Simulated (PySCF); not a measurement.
**Shapes and spin states of C₄**

These are results of PySCF, B3LYP, basis C def2-TZVP (no relativity, density fitting), not measurements.

Relaxations began from a few typed shapes and spin states; open shells are unrestricted. The search is not exhaustive: other isomers or separated fragments can lie lower, and high-lying points may rest on an excited occupation.

```tsv
spin	group	bonds	angles	imaginary modes (cm⁻¹)	ΔE (kJ/mol)	ΔE with ZPE (kJ/mol)
broken-symmetry Ms = 0	D2h	C–C 1.441 Å (×4), C–C 1.494 Å	C–C–C 58.8° (×4), C–C–C 62.4° (×2), C–C–C 117.6° (×2)	none	0.0	0.0
triplet	D2h	C–C 1.427 Å (×4), C–C 1.570 Å	C–C–C 56.6° (×4), C–C–C 66.8° (×2), C–C–C 113.2° (×2)	none	83.3	78.3
triplet	D2d	C–C 1.434 Å (×4), C–C 1.951 Å (×2)	C–C–C 47.1° (×8), C–C–C 85.7° (×4)	none	112.7	108.0
```

The lowest minimum found is the broken-symmetry Ms = 0 D2h: C–C 1.441 Å (×4), C–C 1.494 Å; C–C–C 58.8° (×4), C–C–C 62.4° (×2), C–C–C 117.6° (×2).

For the lowest minimum: the spin densities have lower symmetry than the nuclear frame.
